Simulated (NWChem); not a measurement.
System: Li$_{2}$; SMILES [Li][Li]

The following NWChem deck was run.

```
start job
memory heap 200 mb stack 900 mb global 1100 mb
geometry units angstroms noautosym nocenter noautoz
  Li     0.000000     0.000000    -1.363455
  Li     0.000000     0.000000     1.363455
end
basis spherical
  Li library 6-311g**
end
dft
  xc b3lyp
  iterations 150
end
property
  shielding 1 1
end
task dft property
```

Parts of the log:

```
             Northwest Computational Chemistry Package (NWChem) 7.3.0
             --------------------------------------------------------

                             Geometry "geometry" -> ""
                             -------------------------

 Output coordinates in angstroms (scale by  1.889725989 to convert to a.u.)

  No.       Tag          Charge          X              Y              Z
 ---- ---------------- ---------- -------------- -------------- --------------
    1 Li                   3.0000     0.00000000     0.00000000    -1.36345500
    2 Li                   3.0000     0.00000000     0.00000000     1.36345500

 Effective nuclear repulsion energy (a.u.)       1.7465172085

                              NWChem Property Module
                              ----------------------

  itol2e modified to match energy
  convergence criterion.

                                 NWChem DFT Module
                                 -----------------

 Summary of "ao basis" -> "ao basis" (spherical)
 ------------------------------------------------------------------------------
       Tag                 Description            Shells   Functions and Types
 ---------------- ------------------------------  ------  ---------------------
 Li                         6-311g**                 8       18   4s3p1d

  itol2e modified to match energy
  convergence criterion.

            General Information
            -------------------
          SCF calculation type: DFT
          Wavefunction type:  closed shell.
          No. of atoms     :     2
          No. of electrons :     6
           Alpha electrons :     3
            Beta electrons :     3
          Charge           :     0
          Spin multiplicity:     1
          Use of symmetry is: off; symmetry adaption is: off
          Maximum number of iterations: 150
          AO basis - number of functions:    36
                     number of shells:    16
          Convergence on energy requested:  1.00D-07
          Convergence on density requested:  1.00D-05
          Convergence on gradient requested:  5.00D-04

              XC Information
              --------------
                         B3LYP Method XC Potential
                     Hartree-Fock (Exact) Exchange  0.200
                        Slater Exchange Functional  0.800 local
                    Becke 1988 Exchange Functional  0.720 non-local
              Lee-Yang-Parr Correlation Functional  0.810
                  VWN I RPA Correlation Functional  0.190 local

             Grid Information
             ----------------
          Grid used for XC integration:  fine
          Radial quadrature: Mura-Knowles
          Angular quadrature: Lebedev.
          Tag              B.-S. Rad. Rad. Pts. Rad. Cut. Ang. Pts.
          ---              ---------- --------- --------- ---------
          Li                  1.45       70          15.0       590
          Grid pruning is: on
          Number of quadrature shells:   140
          Spatial weights used:  Erf1

      Superposition of Atomic Density Guess
      -------------------------------------

 Sum of atomic energies:         -14.86401044

      Non-variational initial energy
      ------------------------------

 Total energy =     -14.804229
 1-e energy   =     -22.880412
 2-e energy   =       6.329666
 HOMO         =      -0.162312
 LUMO         =      -0.020847

   convergence    iter        energy       DeltaE   RMS-Dens  Diis-err
 ---------------- ----- ----------------- --------- --------- ---------
 d= 0,ls=0.0,diis     1    -15.0129554720 -1.68D+01  7.91D-03  1.46D-02
 d= 0,ls=0.0,diis     2    -15.0155796843 -2.62D-03  2.00D-03  3.96D-04
 d= 0,ls=0.0,diis     3    -15.0157435519 -1.64D-04  5.81D-04  5.26D-05
 d= 0,ls=0.0,diis     4    -15.0157744016 -3.08D-05  1.50D-05  7.95D-08
 d= 0,ls=0.0,diis     5    -15.0157744186 -1.70D-08  4.09D-06  1.46D-09

         Total DFT energy =      -15.015774418583
      One electron energy =      -23.092058296814
           Coulomb energy =       10.037020793103
    Exchange-Corr. energy =       -3.707254123360
 Nuclear repulsion energy =        1.746517208488

 Numeric. integr. density =        6.000000010701

                       DFT Final Molecular Orbital Analysis
                       ------------------------------------

 Vector    1  Occ=2.000000D+00  E=-1.999376D+00
              MO Center=  1.8D-14, -1.1D-13,  7.9D-08, r^2= 2.0D+00
   Bfn.  Coefficient  Atom+Function         Bfn.  Coefficient  Atom+Function
  ----- ------------  ---------------      ----- ------------  ---------------
     1      0.435532  1 Li s                 19      0.435532  2 Li s
     2      0.301631  1 Li s                 20      0.301631  2 Li s

 Vector    2  Occ=2.000000D+00  E=-1.999086D+00
              MO Center=  8.1D-14, -4.2D-14, -7.9D-08, r^2= 2.0D+00
   Bfn.  Coefficient  Atom+Function         Bfn.  Coefficient  Atom+Function
  ----- ------------  ---------------      ----- ------------  ---------------
     1      0.435939  1 Li s                 19     -0.435939  2 Li s
     2      0.300565  1 Li s                 20     -0.300565  2 Li s
    10     -0.050346  1 Li s                 28      0.050346  2 Li s
     6      0.030271  1 Li s                 24     -0.030271  2 Li s

 Vector    3  Occ=2.000000D+00  E=-1.335817D-01
              MO Center= -5.4D-12, -1.3D-11,  3.8D-11, r^2= 5.1D+00
   Bfn.  Coefficient  Atom+Function         Bfn.  Coefficient  Atom+Function
  ----- ------------  ---------------      ----- ------------  ---------------
     6      0.402013  1 Li s                 24      0.402013  2 Li s
    10      0.178418  1 Li s                 28      0.178418  2 Li s
     2     -0.119072  1 Li s                 20     -0.119072  2 Li s
     1     -0.084470  1 Li s                 19     -0.084470  2 Li s
     9      0.062430  1 Li pz                27     -0.062430  2 Li pz

 Vector    4  Occ=0.000000D+00  E=-5.336781D-02
              MO Center= -1.4D-12,  6.9D-11,  6.4D-10, r^2= 1.2D+01
   Bfn.  Coefficient  Atom+Function         Bfn.  Coefficient  Atom+Function
  ----- ------------  ---------------      ----- ------------  ---------------
     6      0.358152  1 Li s                 24     -0.358152  2 Li s
    13     -0.279997  1 Li pz                31     -0.279997  2 Li pz
     9     -0.133679  1 Li pz                27     -0.133679  2 Li pz
    10      0.109584  1 Li s                 28     -0.109584  2 Li s
     2     -0.091234  1 Li s                 20      0.091234  2 Li s

 Vector    5  Occ=0.000000D+00  E=-3.097955D-02
              MO Center= -1.3D-10,  1.4D-10,  2.1D-10, r^2= 9.8D+00
   Bfn.  Coefficient  Atom+Function         Bfn.  Coefficient  Atom+Function
  ----- ------------  ---------------      ----- ------------  ---------------
    11      0.213796  1 Li px                29      0.213796  2 Li px
    12     -0.211323  1 Li py                30     -0.211323  2 Li py
     7      0.170668  1 Li px                25      0.170668  2 Li px
     8     -0.168693  1 Li py                26     -0.168693  2 Li py
     3      0.086539  1 Li px                21      0.086539  2 Li px

 Vector    6  Occ=0.000000D+00  E=-3.097955D-02
              MO Center=  1.6D-10,  1.5D-10,  2.4D-10, r^2= 9.8D+00
   Bfn.  Coefficient  Atom+Function         Bfn.  Coefficient  Atom+Function
  ----- ------------  ---------------      ----- ------------  ---------------
    12      0.213796  1 Li py                30      0.213796  2 Li py
    11      0.211323  1 Li px                29      0.211323  2 Li px
     8      0.170668  1 Li py                26      0.170668  2 Li py
     7      0.168693  1 Li px                25      0.168693  2 Li px
     4      0.086539  1 Li py                22      0.086539  2 Li py

     Multipole analysis of the density
     ---------------------------------

     L   x y z        total         alpha         beta         nuclear
     -   - - -        -----         -----         ----         -------
     0   0 0 0     -0.000000     -3.000000     -3.000000      6.000000

[...]

          -----------------------------------------
          Chemical Shielding Tensors (GIAO, in ppm)
          -----------------------------------------

                                NWChem CPHF Module
                                ------------------

  scftype          =     RHF
  nclosed          =        3
  nopen            =        0
  variables        =       99
  # of vectors     =        3
  tolerance        = 0.10D-03
  level shift      = 0.00D+00
  max iterations   =       50
  max subspace     =       30

 SCF residual:    2.9845562491376981E-006

Iterative solution of linear equations
  No. of variables       99
  No. of equations        3
  Maximum subspace       30
        Iterations       50
       Convergence  1.0D-04

   iter   nsub   residual    time
   ----  ------  --------  ---------
     1      3    1.99D-01       1.4
     2      6    1.05D-02       1.5
     3      9    5.32D-04       1.7
     4     12    9.42D-06       1.9

      Atom:    1  Li
        Diamagnetic
    101.7777      0.0000     -0.0000
      0.0000    101.7777      0.0000
     -0.0000      0.0000    103.6866

        Paramagnetic
     -5.7790     -0.0000     -0.0000
     -0.0000     -5.7790      0.0000
     -0.0000      0.0000     -0.0000

        Total Shielding Tensor
     95.9987     -0.0000     -0.0000
     -0.0000     95.9987      0.0000
     -0.0000      0.0000    103.6866

           isotropic =      98.5613
          anisotropy =       7.6878

          Principal Components and Axis System
                 1           2           3
              103.6866     95.9987     95.9987

      1        -0.0000      0.8718      0.4899
      2         0.0000     -0.4899      0.8718
      3         1.0000      0.0000     -0.0000
```

Level: B3LYP/6-311G** (spherical d), GIAO. All runs use the structure optimised with B3LYP/6-31G* (spherical d). B3LYP is NWChem's, with the RPA form of VWN correlation. The printed shielding anisotropy is the first printed principal value minus the mean of the other two.
